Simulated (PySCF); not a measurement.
# C3H3F3 (SMILES FCC=C(F)F) at 6 levels

We compute a comparison of 6 runs (HF/3-21G, PBE0/6-311G**, BP86/def2-TZVP, MP2/6-31G**, MP2/aug-cc-pVDZ, CCSD(T)/STO-3G) of C3H3F3. Input form: a Python script.

Program for the calculation: PySCF 2.14.0.

### Step 1. Starting point

C3H3F3 has 9 atoms, charge 0, and is taken as a singlet. As SMILES, `FCC=C(F)F`. The coordinates come from a PBE0-D4/def2-TZVP relaxation. This is a higher conformer, about 10 kJ/mol above the lowest found by a separate search.

Bond lengths: F1–C2 1.373 Å, C2–C3 1.488 Å, C3–C4 1.318 Å, C4–F5 1.308 Å, C4–F6 1.318 Å, C2–H7 1.096 Å, C2–H8 1.097 Å, C3–H9 1.083 Å. Some angles: F1–C2–C3 112.8°, C2–C3–C4 127.6°, C3–C4–F5 127.2°, C3–C4–F6 123.1°, F5–C4–F6 109.7°, F1–C2–H7 107.9°, F1–C2–H8 107.9°, C3–C2–H7 110.0°, C3–C2–H8 110.2°, C2–C3–H9 116.6°.

### Step 2. Energy and forces at HF/3-21G (run 1)

input.xyz reads:

```xyz
9
C3H3F3
F     -1.029400    -1.196100    -0.990200
C     -0.829100    -0.794000     0.307500
C      0.205000     0.269200     0.429700
C      0.870800     0.859000    -0.543000
F      0.761800     0.632200    -1.826200
F      1.774000     1.795200    -0.333300
H     -0.532900    -1.673700     0.891100
H     -1.788300    -0.436600     0.700800
H      0.442100     0.602300     1.432600
```

calc.py reads:

```python
from pyscf import gto

mol = gto.M(
    atom='input.xyz',
    spin=0,
    basis='3-21g',
    max_memory=1860,
    verbose=3,
)

myscf = mol.RHF()
myscf.conv_tol = 1e-10
myscf.kernel()
if not myscf.converged:
    myscf = myscf.newton().run(myscf.mo_coeff, myscf.mo_occ)

e_final = myscf.e_tot
print('Final energy', e_final)
grad = myscf.nuc_grad_method().kernel()
myscf.analyze()
```

Run with:

```
$ OMP_NUM_THREADS=1 python calc.py
```

The program printed:

```text
converged SCF energy = -411.376124984922
Final energy -411.37612498492234
--------------- RHF gradients ---------------
         x                y                z
0 F     0.0000551642     0.0033473682     0.0227907095
1 C     0.0072078180     0.0037756820    -0.0242391764
2 C    -0.0185672351    -0.0187451241     0.0047054589
3 C     0.0277211418     0.0253661119    -0.0342130467
4 F     0.0029002979     0.0049766125     0.0225587024
5 F    -0.0140493507    -0.0147288868    -0.0045632484
6 H     0.0019876208    -0.0094466154     0.0029864151
7 H    -0.0097893009     0.0020923989     0.0011918086
8 H     0.0025338441     0.0033624528     0.0087823771
----------------------------------------------
**** MO energy ****
MO #1   energy= -26.2204111362539  occ= 2
MO #2   energy= -26.2184015305325  occ= 2
MO #3   energy= -26.146990591623   occ= 2
MO #4   energy= -11.3862319191604  occ= 2
MO #5   energy= -11.279936851949   occ= 2
MO #6   energy= -11.2068126695836  occ= 2
MO #7   energy= -1.70593619907327  occ= 2
MO #8   energy= -1.63366179518483  occ= 2
MO #9   energy= -1.5865292718251   occ= 2
MO #10  energy= -1.11157979911452  occ= 2
MO #11  energy= -0.96712689543457  occ= 2
MO #12  energy= -0.858024906762864 occ= 2
MO #13  energy= -0.790149042504098 occ= 2
MO #14  energy= -0.759945155297901 occ= 2
MO #15  energy= -0.74188141801819  occ= 2
MO #16  energy= -0.705929747127172 occ= 2
MO #17  energy= -0.694845176974021 occ= 2
MO #18  energy= -0.672350377230111 occ= 2
MO #19  energy= -0.663676677162181 occ= 2
MO #20  energy= -0.644149071177094 occ= 2
MO #21  energy= -0.606042836822509 occ= 2
MO #22  energy= -0.541481553408188 occ= 2
MO #23  energy= -0.535831267281825 occ= 2
MO #24  energy= -0.384870286139762 occ= 2
MO #25  energy= 0.179280008006964  occ= 0
MO #26  energy= 0.248337432900531  occ= 0
MO #27  energy= 0.30531517806448   occ= 0
MO #28  energy= 0.335370449932175  occ= 0
MO #29  energy= 0.342317544175661  occ= 0
MO #30  energy= 0.37159238864739   occ= 0
MO #31  energy= 0.416030629004978  occ= 0
MO #32  energy= 0.584565960811172  occ= 0
MO #33  energy= 0.664730459422082  occ= 0
MO #34  energy= 0.902393287995473  occ= 0
MO #35  energy= 0.909463961438996  occ= 0
MO #36  energy= 0.932881372322591  occ= 0
MO #37  energy= 0.958592239426201  occ= 0
MO #38  energy= 1.01775727442685   occ= 0
MO #39  energy= 1.04697230252155   occ= 0
MO #40  energy= 1.09696688851382   occ= 0
MO #41  energy= 1.12810079366583   occ= 0
MO #42  energy= 1.17401312512399   occ= 0
MO #43  energy= 1.28142385802614   occ= 0
MO #44  energy= 1.33180808698824   occ= 0
MO #45  energy= 1.39594807269308   occ= 0
MO #46  energy= 1.51747879850682   occ= 0
MO #47  energy= 1.90638660505674   occ= 0
MO #48  energy= 2.06171566549031   occ= 0
MO #49  energy= 2.18899788092328   occ= 0
MO #50  energy= 2.335120207387     occ= 0
MO #51  energy= 2.35518556787436   occ= 0
MO #52  energy= 2.37797977928303   occ= 0
MO #53  energy= 2.39809122071939   occ= 0
MO #54  energy= 2.40303818185299   occ= 0
MO #55  energy= 2.46953352951523   occ= 0
MO #56  energy= 2.48503963098536   occ= 0
MO #57  energy= 2.5189995370395    occ= 0
MO #58  energy= 4.04185076680715   occ= 0
MO #59  energy= 4.18292267146673   occ= 0
MO #60  energy= 4.32532386985543   occ= 0
 ** Mulliken atomic charges  **
charge of    0F =     -0.31773
charge of    1C =      0.15349
charge of    2C =     -0.24267
charge of    3C =      0.55286
charge of    4F =     -0.23264
charge of    5F =     -0.24907
charge of    6H =      0.10112
charge of    7H =      0.10125
charge of    8H =      0.13339
Dipole moment(X, Y, Z, Debye): -0.59760, -0.20664,  3.04698
```

Run time: 5.1 s. Hardware: 1 thread of Intel Xeon at 2.50GHz (Skylake/Cascade Lake), shared host; peak memory 0.13 GiB.

### Step 3. Energy and forces at PBE0/6-311G(d,p) (run 2)

input.xyz is that of step 2.

input.py reads:

```python
# FCC=C(F)F
from pyscf import gto, dft

mol = gto.M(
    atom='input.xyz',
    basis='6-311g**',
    charge=0,
    verbose=3,
    max_memory=1860,
)

calc0 = dft.RKS(mol)
calc0.xc = 'pbe0'
calc0.grids.level = 5
calc0.conv_tol = 1e-10
calc0.kernel()
if not calc0.converged:
    calc0 = calc0.newton().run(calc0.mo_coeff, calc0.mo_occ)

etot = calc0.e_tot
print('Final energy', etot)
grad = calc0.nuc_grad_method().kernel()
calc0.analyze()
```

Run with:

```
$ OMP_NUM_THREADS=1 python input.py
```

The program printed:

```text
converged SCF energy = -415.300885790589
[... 14 lines left out ...]
MO #5   energy= -10.3153246089151  occ= 2
[... 10 lines left out ...]
MO #16  energy= -0.515602893350697 occ= 2
[... 10 lines left out ...]
MO #27  energy= 0.0994699570369979 occ= 0
[... 10 lines left out ...]
MO #38  energy= 0.442287199992775  occ= 0
[... 10 lines left out ...]
MO #49  energy= 0.920696029813835  occ= 0
[... 10 lines left out ...]
MO #60  energy= 1.29192821272038   occ= 0
[... 10 lines left out ...]
MO #71  energy= 1.74614537894532   occ= 0
[... 10 lines left out ...]
MO #82  energy= 2.41888629383965   occ= 0
[... 10 lines left out ...]
MO #93  energy= 3.29583590550002   occ= 0
[... 10 lines left out ...]
MO #104 energy= 4.00891821218206   occ= 0
[... 10 lines left out ...]
MO #115 energy= 6.19607173988391   occ= 0
[... 10 lines left out ...]
MO #126 energy= 66.9286384906751   occ= 0
[... 10 lines left out ...]
Dipole moment(X, Y, Z, Debye): -0.44313, -0.13672,  2.36851
```

Run time: 1.8 min. Hardware: 1 thread of Intel Xeon at 2.50GHz (Skylake/Cascade Lake), shared host; peak memory 1.3 GiB.

Run 3 isn't shown in full; the table further down has it.

### Step 4. Energy and gradient at MP2/6-31G(d,p) (spherical functions) (run 4)

input.py reads:

```python
import pyscf.grad
from pyscf import gto, scf, mp

mol = gto.M(
    atom='''
F   -1.029400  -1.196100  -0.990200
C   -0.829100  -0.794000   0.307500
C    0.205000   0.269200   0.429700
C    0.870800   0.859000  -0.543000
F    0.761800   0.632200  -1.826200
F    1.774000   1.795200  -0.333300
H   -0.532900  -1.673700   0.891100
H   -1.788300  -0.436600   0.700800
H    0.442100   0.602300   1.432600
''',
    basis='6-31g**',
    verbose=3,
    charge=0,
    max_memory=1860,
)

hf = scf.RHF(mol)
hf.conv_tol = 1e-10
hf.kernel()
if not hf.converged:
    hf = hf.newton().run(hf.mo_coeff, hf.mo_occ)

pt = mp.MP2(hf, frozen=6).run()
e_tot = pt.e_tot
print(f'total energy: {e_tot:.8f} hartree')
grad = pt.Gradients().kernel()
hf.analyze()
```

Run with:

```
$ OMP_NUM_THREADS=1 python input.py
```

The program printed:

```text
converged SCF energy = -413.620249816104
[... 2 lines left out ...]
total energy: -414.51616696 hartree
[... 17 lines left out ...]
MO #9   energy= -1.59526345525672  occ= 2
[... 8 lines left out ...]
MO #18  energy= -0.682065009995316 occ= 2
[... 8 lines left out ...]
MO #27  energy= 0.28348251630991   occ= 0
[... 8 lines left out ...]
MO #36  energy= 0.753889071480158  occ= 0
[... 8 lines left out ...]
MO #45  energy= 1.10601363360883   occ= 0
[... 8 lines left out ...]
MO #54  energy= 1.56999014183693   occ= 0
[... 8 lines left out ...]
MO #63  energy= 1.99343434437498   occ= 0
[... 8 lines left out ...]
MO #72  energy= 2.3015823237845    occ= 0
[... 8 lines left out ...]
MO #81  energy= 2.60426328623071   occ= 0
[... 8 lines left out ...]
MO #90  energy= 3.18322463554468   occ= 0
[... 8 lines left out ...]
MO #99  energy= 3.87044562569883   occ= 0
[... 10 lines left out ...]
Dipole moment(X, Y, Z, Debye): -0.46819, -0.12445,  2.65174
```

It took 57 s on 1 thread of Intel Xeon at 2.50GHz (Skylake/Cascade Lake), shared host; peak memory 0.64 GiB.

Run 5 isn't shown in full; the table further down has it.

### Step 5. The energy at CCSD(T)/STO-3G (run 6)

input.py reads:

```python
# FCC=C(F)F
from pyscf import gto, scf, cc

system = gto.M(
    atom='''
F     -1.029400    -1.196100    -0.990200
C     -0.829100    -0.794000     0.307500
C      0.205000     0.269200     0.429700
C      0.870800     0.859000    -0.543000
F      0.761800     0.632200    -1.826200
F      1.774000     1.795200    -0.333300
H     -0.532900    -1.673700     0.891100
H     -1.788300    -0.436600     0.700800
H      0.442100     0.602300     1.432600
''',
    verbose=4,
    max_memory=1860,
    basis='sto-3g',
)

mf = scf.RHF(system)
mf.conv_tol = 1e-10
mf.kernel()
if not mf.converged:
    mf = mf.newton().run(mf.mo_coeff, mf.mo_occ)

mycc = cc.CCSD(mf, frozen=6)
mycc.kernel()
e_t = mycc.ccsd_t()
e_final = mycc.e_tot + e_t
print('E(%s) = %.9f' % ('CCSD(T)', e_final))
mf.analyze()
```

Run with:

```
$ OMP_NUM_THREADS=1 python input.py
```

The program printed:

```text
PySCF version 2.14.0

[... 76 lines left out ...]
Init t2, MP2 energy = -408.233557885589  E_corr(MP2) -0.209407636797904
[... 19 lines left out ...]
One-electron Energy =                -1047.768204378496876
[... 5 lines left out ...]
MO #1   energy= -26.0026596777589  occ= 2
[... 3 lines left out ...]
MO #5   energy= -11.1314356381024  occ= 2
[... 3 lines left out ...]
MO #9   energy= -1.49204456247562  occ= 2
[... 3 lines left out ...]
MO #13  energy= -0.667970177325687 occ= 2
[... 3 lines left out ...]
MO #17  energy= -0.580311504920074 occ= 2
[... 3 lines left out ...]
MO #21  energy= -0.480808313729494 occ= 2
[... 3 lines left out ...]
MO #25  energy= 0.309110042449425  occ= 0
[... 3 lines left out ...]
MO #29  energy= 0.692824596735325  occ= 0
[... 3 lines left out ...]
MO #33  energy= 1.02420622635412   occ= 0
[... 6 lines left out ...]
pop of  0 F 2pz           1.35507
pop of  1 C 1s            1.99982
pop of  1 C 2s            1.03345
pop of  1 C 2px           1.02871
pop of  1 C 2py           1.01444
pop of  1 C 2pz           0.85270
pop of  2 C 1s            1.99982
pop of  2 C 2s            1.01589
pop of  2 C 2px           1.06288
pop of  2 C 2py           1.06124
pop of  2 C 2pz           1.01094
pop of  3 C 1s            1.99991
pop of  3 C 2s            1.02566
pop of  3 C 2px           0.95032
pop of  3 C 2py           0.93474
pop of  3 C 2pz           0.85458
pop of  4 F 1s            1.99995
pop of  4 F 2s            1.86365
pop of  4 F 2px           1.93006
pop of  4 F 2py           1.91765
pop of  4 F 2pz           1.36200
pop of  5 F 1s            1.99995
pop of  5 F 2s            1.86793
pop of  5 F 2px           1.64540
pop of  5 F 2py           1.62528
pop of  5 F 2pz           1.94423
pop of  6 H 1s            0.96639
pop of  7 H 1s            0.96652
pop of  8 H 1s            0.94959
 ** Mulliken atomic charges  **
charge of    0F =     -0.11628
charge of    1C =      0.07088
charge of    2C =     -0.15076
charge of    3C =      0.23479
charge of    4F =     -0.07332
charge of    5F =     -0.08281
charge of    6H =      0.03361
charge of    7H =      0.03348
charge of    8H =      0.05041
Dipole moment(X, Y, Z, Debye): -0.17648,  0.02305,  1.50046
```

It took 3.3 s on 1 thread of Intel Xeon at 2.50GHz (Skylake/Cascade Lake), shared host; peak memory 0.12 GiB.

### Step 6. All runs side by side

| run | level | integration grid | frozen core orbitals | energy (Eh) | dipole moment (D) of the reference | HOMO energy (eV) | LUMO energy (eV) | wall time |
| --- | --- | --- | --- | --- | --- | --- | --- | --- |
| 1 | HF/3-21G | – | – | -411.376125 | 3.11 | -10.47 | 4.88 | 5.1 s |
| 2 | PBE0/6-311G** | 5 | – | -415.300886 | 2.41 | -7.43 | 0.73 | 1.8 min |
| 3 | BP86/def2-TZVP | 5 | – | -415.785549 | 2.23 | -6.30 | -0.54 | 7.5 min |
| 4 | MP2/6-31G** (spherical functions) | – | 6 | -414.516167 | 2.70 | -10.28 | 5.20 | 57 s |
| 5 | MP2/aug-cc-pVDZ | – | 6 | -414.687112 | 2.90 | -10.49 | 0.82 | 4.2 min |
| 6 | CCSD(T)/STO-3G | – | 6 | -408.294083 | 1.51 | -7.91 | 8.41 | 3.3 s |

### Step 7. Summary of results

```
                                          quantity          value
                               run 6: total energy  -408.29408 Eh
       run 6: dipole moment (Hartree–Fock density)         1.51 D
        run 6: HOMO energy (Hartree–Fock orbitals)       -7.91 eV
        run 6: LUMO energy (Hartree–Fock orbitals)        8.41 eV
      run 6: HOMO–LUMO gap (Hartree–Fock orbitals)       16.32 eV
run 6: correlation energy (6 core orbitals frozen)     -269.9 mEh
                             run 6: (T) correction      -6.21 mEh
                              run 6: T1 diagnostic          0.008
```

In words: Over runs 1, 2, 3 the dipole moment (its size) runs from 2.23 D (BP86/def2-TZVP) to 3.11 D (HF/3-21G). The two ends differ in method and basis. Over runs 1, 2, 3 the HOMO–LUMO gap runs from 5.76 eV (BP86/def2-TZVP) to 15.35 eV (HF/3-21G). Totals of different functionals can't be ranked against each other. In run 6 the basis is minimal, so the values are rough. All runs together took 15 min, the longest 7.5 min.
